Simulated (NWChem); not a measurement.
The numbers come from NWChem runs, not from measurements. System: C₂H₆S, charge 0, spin multiplicity 1, displaced from the optimised geometry. Level: B3LYP/cc-pVDZ, VWN1-RPA local correlation, spin-restricted.

Input file:

```
start mol
memory heap 200 mb stack 900 mb global 1100 mb
geometry units angstroms nocenter noautoz noautosym
  C     -1.482767     0.769457    -0.251615
  C     -0.545479    -0.416862    -0.445263
  S      1.073085    -0.261959     0.414045
  H     -2.451509     0.583137    -0.746188
  H     -1.057834     1.689560    -0.684892
  H     -1.669445     0.957256     0.816867
  H     -0.982302    -1.334659    -0.020484
  H     -0.365829    -0.617406    -1.513050
  H      1.753998     1.327798    -0.650576
end
basis spherical
  * library cc-pvdz
end
dft
  xc b3lyp
  semidirect memsize 60000000 filesize 0
  iterations 100
end
task dft energy
```

Output (cleaned and shortened):

```
             Northwest Computational Chemistry Package (NWChem) 7.3.0
             --------------------------------------------------------

                                NWChem Input Module
                                -------------------

 Scaling coordinates for geometry "geometry" by  1.889725989
 (inverse scale =  0.529177249)

                             Geometry "geometry" -> ""
                             -------------------------

 Output coordinates in angstroms (scale by  1.889725989 to convert to a.u.)

  No.       Tag          Charge          X              Y              Z
 ---- ---------------- ---------- -------------- -------------- --------------
    1 C                    6.0000    -1.48276700     0.76945700    -0.25161500
    2 C                    6.0000    -0.54547900    -0.41686200    -0.44526300
    3 S                   16.0000     1.07308500    -0.26195900     0.41404500
    4 H                    1.0000    -2.45150900     0.58313700    -0.74618800
    5 H                    1.0000    -1.05783400     1.68956000    -0.68489200
    6 H                    1.0000    -1.66944500     0.95725600     0.81686700
    7 H                    1.0000    -0.98230200    -1.33465900    -0.02048400
    8 H                    1.0000    -0.36582900    -0.61740600    -1.51305000
    9 H                    1.0000     1.75399800     1.32779800    -0.65057600

 Effective nuclear repulsion energy (a.u.)     103.9247866211

            Nuclear Dipole moment (a.u.)
            ----------------------------
        X                 Y               Z
 ---------------- ---------------- ----------------
     0.4288978795     1.0013884781    -0.6706089513


 Summary of "ao basis" -> "" (spherical)
 ------------------------------------------------------------------------------
       Tag                 Description            Shells   Functions and Types
 ---------------- ------------------------------  ------  ---------------------
 *                          cc-pvdz                   on all atoms

                                 NWChem DFT Module
                                 -----------------
[...]
 Vector   17  Occ=2.000000D+00  E=-2.363121D-01
              MO Center=  9.2D-01, -2.4D-01,  3.3D-01, r^2= 1.9D+00
   Bfn.  Coefficient  Atom+Function         Bfn.  Coefficient  Atom+Function
  ----- ------------  ---------------      ----- ------------  ---------------
    38      0.363500  3 S  pz                41      0.353466  3 S  pz
    37      0.340395  3 S  py                40      0.334225  3 S  py
    39     -0.233032  3 S  px                36     -0.230860  3 S  px
     3     -0.129969  1 C  s                 67      0.114676  8 H  s
     4     -0.090163  1 C  px                68      0.079321  8 H  s

 Vector   18  Occ=0.000000D+00  E=-1.020597D-01
              MO Center=  1.4D+00,  5.3D-01, -1.5D-01, r^2= 2.8D+00
   Bfn.  Coefficient  Atom+Function         Bfn.  Coefficient  Atom+Function
  ----- ------------  ---------------      ----- ------------  ---------------
    73      0.628560  9 H  s                 40     -0.432175  3 S  py
    72      0.371284  9 H  s                 37     -0.333308  3 S  py
    41      0.284865  3 S  pz                38      0.216792  3 S  pz
    32     -0.193329  3 S  s                 39     -0.189780  3 S  px
    36     -0.154242  3 S  px                31     -0.100017  3 S  s

 Vector   19  Occ=0.000000D+00  E= 4.459511D-02
              MO Center= -1.1D-01, -3.3D-01, -1.4D-01, r^2= 4.7D+00
   Bfn.  Coefficient  Atom+Function         Bfn.  Coefficient  Atom+Function
  ----- ------------  ---------------      ----- ------------  ---------------
    17      1.537964  2 C  s                 63     -0.658630  7 H  s
     3      0.625876  1 C  s                 39      0.619072  3 S  px
    32     -0.556276  3 S  s                 68     -0.545313  8 H  s
    21      0.422618  2 C  px                41      0.382299  3 S  pz
    58     -0.373357  6 H  s                 53     -0.344407  5 H  s

 Vector   20  Occ=0.000000D+00  E= 7.615110D-02
              MO Center= -1.1D+00,  8.0D-02, -3.0D-01, r^2= 5.6D+00
   Bfn.  Coefficient  Atom+Function         Bfn.  Coefficient  Atom+Function
  ----- ------------  ---------------      ----- ------------  ---------------
     3      1.370062  1 C  s                 48     -1.053606  4 H  s
    63     -0.644799  7 H  s                 39     -0.604053  3 S  px
    32      0.529540  3 S  s                 22     -0.502264  2 C  py
    21     -0.468535  2 C  px                68     -0.406152  8 H  s
    58     -0.377807  6 H  s                 53     -0.357963  5 H  s

 center of mass
 --------------
 x =   0.15721134 y =  -0.04625837 z =   0.06261972

 moments of inertia (a.u.)
 ------------------
         115.840882282201          74.207115952000         -78.754421869179
          74.207115952000         334.018101609436          15.111487293952
         -78.754421869179          15.111487293952         357.065455038764

     Multipole analysis of the density
     ---------------------------------

     L   x y z        total         alpha         beta         nuclear
     -   - - -        -----         -----         ----         -------
     0   0 0 0     -0.000000    -17.000000    -17.000000     34.000000

     1   1 0 0     -0.546069     -0.487484     -0.487484      0.428898
     1   0 1 0      0.030304     -0.485542     -0.485542      1.001388
     1   0 0 1     -0.332024      0.169293      0.169293     -0.670609

     2   2 0 0    -21.100863    -95.349402    -95.349402    169.597941
     2   1 1 0      1.308307     20.166363     20.166363    -39.024419
     2   1 0 1     -0.291654    -20.549638    -20.549638     40.807623
     2   0 2 0    -20.183433    -34.606254    -34.606254     49.029075
     2   0 1 1     -0.834974      4.039274      4.039274     -8.913521
     2   0 0 2    -20.843505    -25.988883    -25.988883     31.134260

 Task  times  cpu:        4.4s     wall:        4.4s

 Total times  cpu:        4.4s     wall:        4.4s
```
